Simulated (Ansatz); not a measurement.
in.yaml

```yaml
crystal:
  periodic: [false, false, false]
  atoms:
    - {symbol: C, position_ang: [0.000000, 0.000000, 1.153122]}
    - {symbol: Si, position_ang: [0.000000, 0.000000, -0.531576]}
    - {symbol: Ge, position_ang: [0.000000, 0.000000, -2.849718]}
    - {symbol: H, position_ang: [0.000000, 0.000000, 2.228172]}
basis:
  gaussian: {orbitals: cc-pVDZ}
magnetization: {spin_polarized: true, initial_magnetization: 9}
hamiltonian: {xc: hf}
output: {orbitals: {seedname: orbitals}}
```

```sh
$ ansatz run in.yaml --threads 1 --pin off --events-out ev --progress --plain --max-ram 2393MiB
```

Task: What does the program do with this input?

Result: Converged. The settings were drawn as a stress test.
```
691 factors; integrals over basis functions are off by at most 9.3e-4 eV
mean field evaluation 1: about -65362.7106 eV, gradient 9.4e0 eV
mean field evaluation 2: about -65362.7224 eV, gradient 9.4e0 eV
mean field evaluation 4: about -65364.3920 eV, gradient 3.1e0 eV
mean field evaluation 8: about -65365.7378 eV, gradient 6.0e-1 eV
mean field evaluation 16: about -65364.4428 eV, gradient 7.2e0 eV
mean field -65365.74276601 eV, -2402.1467401590 hartree, gradient 8.1e-6 eV, S^2 24.772279; 0 other end points of the search recorded, 0 dependent functions left out
reference -65365.74276601 eV, -2402.1467401590 hartree; 31, 22 occupied and 33, 42 virtual orbitals, 691 factors
Total energy: -65365.74276601 eV, -2402.1467401590 hartree
```
